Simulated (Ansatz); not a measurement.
System: C$_{4}$H$_{8}$, charge 0, multiplicity 1. SMILES: C=C(C)C
Structure (B3LYP-D3(BJ)/def2-TZVP (Ansatz, an electronic-structure program) minimum search):
```xyz
12

C      0.0065     0.0014     1.4542
C      0.0006     0.0001     0.1241
H      0.0048     0.9250     2.0197
H      0.0131    -0.9212     2.0214
C     -0.0087     1.2699    -0.6778
H     -0.0098     2.1526    -0.0389
H      0.8653     1.3203    -1.3345
H     -0.8890     1.3125    -1.3267
C      0.0027    -1.2712    -0.6754
H      0.0095    -2.1526    -0.0350
H     -0.8771    -1.3229    -1.3243
H      0.8771    -1.3150    -1.3320
```

Wanted: atomisation energy (electronic, to ground-state atoms), in kcal/mol. Cores are frozen in the correlated levels unless marked. Open shells are spin-unrestricted. No spin-orbit coupling. No relativistic terms. The coupled-cluster limit lacks core correlation, which all-electron functionals hold. CBS(X,Y): correlation extrapolated as X^-3; Hartree-Fock from the larger set. [CCSD(T)-MP2]/basis is that difference in the basis named.

```tsv
level	program	atomisation energy (kcal/mol)
B3LYP-D4/def2-TZVPD	Ansatz + dftd4	1159.4
PBE0/def2-SVP	Ansatz	1171.4
PBE0-D4/def2-TZVP	Ansatz + dftd4	?
CAM-B3LYP-D4/def2-TZVPD	Ansatz + dftd4	1162.5
wB97X/def2-TZVPD	Ansatz	?
SCS-MP2/cc-pVTZ	Ansatz	1140.8
RI-MP2/CBS(cc-pVTZ,cc-pVQZ)+[CCSD(T)-MP2]/cc-pVTZ	Ansatz	1157.6
```

### Question
Complete the blanks.

### Answer

- PBE0-D4/def2-TZVP, atomisation energy (kcal/mol): 1165.0
- wB97X/def2-TZVPD, atomisation energy (kcal/mol): 1155.6
